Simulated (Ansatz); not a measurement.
# S2F2: a ladder of functionals and wavefunction methods

The task here is to estimate one member of a computed series from the others.

The runs use Ansatz 0.2.0, Gaussian basis; functionals in def2-TZVPP, the program's frozen cores in correlated methods.

The runs, in order: LDA (SPW92), PBE-D4, revPBE-D4, BLYP-D4, r2SCAN-D4, B97M-V, PBE0-D4, B3LYP-D4, r2SCANh-D4, r2SCAN0-D4, HSE06-D4, BHLYP-D4, CAM-B3LYP-D4, LC-ωPBE, ωB97X-V, ωB97M-V, B2PLYP, PBE-QIDH; CCSD(T)/def2-SVP; CCSD(T)/def2-TZVPP; CCSD(T)/def2-QZVPP; extrapolation to the limit; RPA on PBE.

## Structure used throughout

The geometry comes from an earlier relaxation with PBE0-D4 in a triple-zeta def2 set; it is a stationary point.

SMILES `FSSF`, 4 atoms, charge 0, spin multiplicity 1.

Atoms are counted from 1 here; the program's logs count them from 0.

Bond lengths: F1–S2 1.631 Å, S2–S3 1.890 Å, S3–F4 1.631 Å. Angles: F1–S2–S3 108.6°, S2–S3–F4 108.6°.

Set-up of the first run:

Input file in.yaml:

```yaml
crystal:
  periodic: [false, false, false]
  atoms:
    - {symbol: F, position_ang: [-1.784062, -0.198740, -0.621120]}
    - {symbol: S, position_ang: [-0.467414, 0.764627, -0.631879]}
    - {symbol: S, position_ang: [1.044718, -0.276866, -0.185188]}
    - {symbol: F, position_ang: [1.206747, -0.289009, 1.438186]}
basis:
  gaussian: {orbitals: def2-TZVPP}
hamiltonian: {xc: lda}
output: {orbitals: {seedname: orbitals}}
```

Started as:

```sh
$ ansatz run in.yaml --threads 4 --pin off --events-out ev --progress --plain --max-ram 10444MiB
```

Steps of the session up to this table: LDA; PBE-D4 (GGA); revPBE-D4 (GGA); BLYP-D4 (GGA); r2SCAN-D4 (meta-GGA); B97M-V (meta-GGA); B3LYP-D4 (hybrid); r2SCANh-D4 (hybrid); r2SCAN0-D4 (hybrid); HSE06-D4 (hybrid); BHLYP-D4 (hybrid); CAM-B3LYP-D4 (range-separated); LC-ωPBE (range-separated); ωB97X-V (range-separated); ωB97M-V (range-separated); B2PLYP (double hybrid); PBE-QIDH (double hybrid).

One of the session's tables, all rows but one given; the rest of the session is left out.

It belongs to the step «Frontier levels by functional». 

```
  functional  HOMO (eV)  LUMO (eV)  gap (eV)
 LDA (SPW92)      -7.26      -2.80      4.46
      PBE-D4      -7.08      -2.56      4.52
   revPBE-D4          ?          ?         ?
     BLYP-D4      -6.93      -2.43      4.51
   r2SCAN-D4      -7.39      -2.42      4.97
      B97M-V      -7.47      -2.30      5.17
     PBE0-D4      -8.43      -1.59      6.84
    B3LYP-D4      -8.19      -1.83      6.36
  r2SCANh-D4      -7.89      -2.05      5.83
  r2SCAN0-D4      -8.63      -1.50      7.13
    HSE06-D4      -8.03      -1.97      6.05
    BHLYP-D4      -9.66      -0.47      9.20
CAM-B3LYP-D4      -9.78      -0.42      9.37
     LC-ωPBE     -11.13       0.79     11.92
     ωB97X-V     -10.77       0.72     11.49
     ωB97M-V     -10.60       0.67     11.27
```

Q: Estimate the row for revPBE-D4 from the others.

The run gave: HOMO (eV): -7.01; LUMO (eV): -2.47; gap (eV): 4.55. In the column «HOMO (eV)» it lies between PBE-D4 (-7.08) and BLYP-D4 (-6.93).
